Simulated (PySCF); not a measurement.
A structure optimised at PBE-D3(BJ)/def2-TZVPD, used in a PySCF frequency run:

```
Si
H 1 1.4956
H 1 1.4956 2 111.22
H 1 1.4956 2 111.22 3 124.55
```
Charge 0, spin multiplicity 2.

Task: Write its SMILES, formula and point group.

Result: [SiH3], H3Si, C3v

Task: What are its rotational constants (standard atomic weights)?

Result: 139.11, 139.11, 82.289 GHz
